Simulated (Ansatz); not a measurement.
# Two structures, one formula

Two relaxed structures of CH$_{4}$ClSi (charge +1), closed shell (PBE0-D4/def2-TZVP; forces vanish, vibrations not checked).

A:

```csv
atom,x (Å),y (Å),z (Å)
Si1,0.4510,0.4142,-0.2595
C2,0.6957,-1.1379,0.3355
Cl3,-1.5196,1.1831,0.4760
H4,-0.0670,-1.6953,0.8666
H5,1.0921,1.5658,-0.9026
H6,-2.1949,1.2813,-0.6315
H7,1.6330,-1.6504,0.1364
```

B:

Si1  (-0.687, 0.515, -0.266)
C2  (0.738, -0.626, 0.321)
Cl3  (2.311, -0.309, 0.191)
H4  (-1.384, -0.402, -1.200)
H5  (-0.081, 1.722, -0.852)
H6  (-1.421, 0.690, 1.011)
H7  (0.525, -1.590, 0.794)
(Å)

Computed with Ansatz 0.2.0 (basis: def2-TZVPP); correlated methods freeze the cores. B3LYP uses VWN-RPA correlation.

Q: Which structure is lower at CCSD(T), and by how much? (An estimate is asked for; the value comes from the calculation.)

A: Computed: A, by 0.153 eV (electronic energy, against the other). By their contacts, A is CH₄ClSi ([CH2][SiH][ClH]), total charge +1 and B is CH₄ClSi ([SiH3][CH][Cl]), total charge +1.

Q: Do the other methods give the same order? (A judgement: the text doesn't fix the answer.)

A: Computed: Not all: HF gives the other order.

```
   method  E(B) − E(A) (eV)
   PBE-D4             0.206
r2SCAN-D4             0.166
  PBE0-D4             0.164
 B3LYP-D4             0.093
  wB97M-V             0.142
       HF            -0.406
      MP2             0.280
     CCSD             0.096
  CCSD(T)             0.153
```

No T1 diagnostic of these runs exceeds 0.022. The restricted Hartree–Fock reference is unstable towards an unrestricted one at one or more of these structures.

Labels in which every atom is bracketed show which atoms are joined, not bond orders.

For scale, one of the runs: CCSD(T)/def2-TZVPP, 171 basis functions, launched by `ansatz run in.yaml --threads 2 --pin off --events-out ev --progress --plain --max-ram 4352MiB`. Time: 7 s of wall clock on 2 CPU threads of an AMD EPYC 9B45; the host was shared. Peak host memory: 1.3 GiB.
